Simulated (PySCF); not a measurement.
An unknown is described by computed data only.

Elements present: C, F, H and Si. Monoisotopic mass: 64.0145 u.

| Property | Result |
| --- | --- |
| 13C NMR | chemical shifts (computed TMS as zero) by class: -1.4 (1 C) ppm [GIAO PBE0/pcSseg-1] |
| Valence photoelectron | vertical ionisation energy: 11.75 eV [ΔSCF wB97X-D/def2-SVPD] |
| NMR, other nuclei | isotropic shieldings of nuclei other than C and H, by class: 393 (1 F), 342 (1 Si) ppm [GIAO PBE0/pcSseg-1] |
| UV, first state | lowest singlet excitation: 8.35 eV (148 nm, f = 0.008) [TDDFT wB97X-D/def2-SVPD] |
| Rotational structure | rotational constants A, B, C: 19.525, 6.600, 5.420 GHz [PBE0-D3(BJ)/def2-SVP] |
| 1H NMR | chemical shifts (computed TMS as zero) by class: 5.14 (2 H), 0.42 (3 H) ppm [GIAO PBE0/pcSseg-1] |
| XPS | Si2p3/2 107.9, C1s 290.7, F1s 692.2, Si1s 1847.9 eV [ΔSCF SCAN, pcX-2 on the ionised atom, pcseg-1 elsewhere, spin-free X2C, 2p3/2 from a spin–orbit splitting computed afterwards within the 2p shell] |
| Dipole | 1.94 D [wB97X-D/def2-SVPD] |

Gas-phase values; electronic properties from PySCF, density fitting. Levels stand in brackets. Isolated species at its PBE0-D3(BJ)/def2-SVP geometry, gas phase. Each NMR value is the plain mean over a class of atoms that symmetry, rotation or inversion makes alike.

**Question.** Which formula fits the mass and the elements?

**Answer.** CH5FSi (calculated 64.0145). No other formula that holds each of these elements comes within 0.0003 u with a fitting electron parity and a possible valence count.

**Question.** What is the compound? Reason from the data.

**Answer.** The one carbon: carbon bonded to Si and 3 H (-1.4 ppm). Hydrogen classes from least to most shielded: 2 H on a silicon bonded to C, F and 2 H (5.14 ppm), 3 H on a carbon bonded to Si and 3 H (0.42 ppm, a mean of values up to 0.8 ppm apart in this geometry). The other shieldings belong to: 393 ppm, fluorine bonded to Si; 342 ppm, silicon bonded to C, F and 2 H. The core levels belong to: Si2p3/2 107.9 eV, silicon bonded to C, F and 2 H; C1s 290.7 eV, carbon bonded to Si and 3 H; F1s 692.2 eV, fluorine bonded to Si; Si1s 1847.9 eV, silicon bonded to C, F and 2 H. By its constants the optimised geometry is an asymmetric top. Structure: `F[SiH2]C` (SiH2MeF). Computed isomers that give other values at the same levels: `FC[SiH3]` (core binding energies: Si2p3/2 107.1, C1s 292.8, F1s 692.5, Si1s 1846.8 eV). The assignments are read from this structure; whether some other isomer fits the data as well wasn't checked.
